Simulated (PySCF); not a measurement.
Structure problem from calculated spectra and properties.

Formula: C2HF.

* NMR, other nuclei: isotropic shieldings of nuclei other than C and H, by class: 397 (1 F) ppm [GIAO PBE0/pcSseg-1]
* Dipole: 0.59 D [PBE0/pcSseg-1]
* 1H NMR: chemical shifts (computed TMS as zero) by class: 1.21 (1 H) ppm [GIAO PBE0/pcSseg-1]
* Couplings: largest of the computed one-bond spin–spin couplings (means over like bonds): 19F–13C -386.4, 13C–1H +307.3, 13C–13C +298.7 Hz [B3LYP/pcJ-1]
* 13C NMR: chemical shifts (computed TMS as zero) by class: 94.4 (1 C), 15.0 (1 C) ppm [GIAO PBE0/pcSseg-1]
* Rotational structure: rotational constant B (linear): 9.716 GHz [PBE0-D3(BJ)/def2-SVP]

Electronic properties: PySCF, gas phase, density fitting. Levels stand in brackets. Isolated species at its PBE0-D3(BJ)/def2-SVP geometry, gas phase. NMR values are class means; diastereotopic atoms form classes of their own.

**Question.** Propose a structure and show how it fits.

**Answer.** Numbering: `[CH:1]#[C:2][F:3]`. Its formula, C2HF, gives 2 degrees of unsaturation: 0 rings and 2 π bonds in the structure found. 2 carbons fall into 2 classes; from least to most shielded: alkyne carbon [C2] (94.4 ppm), terminal alkyne carbon [C1] (15.0 ppm). The one hydrogen (1.21 ppm): alkyne hydrogen. The other shieldings belong to: 397 ppm, fluorine bonded to C [F3]. The couplings run between: -386.4 Hz, fluorine bonded to C [F3] and alkyne carbon [C2]; +307.3 Hz, terminal alkyne carbon [C1] and its hydrogen; +298.7 Hz, terminal alkyne carbon [C1] and alkyne carbon [C2]. The optimised geometry has point group C∞v and is a linear rotor. Structure: `C#CF` (fluoroacetylene). The assignments are read from this structure; whether some other isomer fits the data as well wasn't checked.
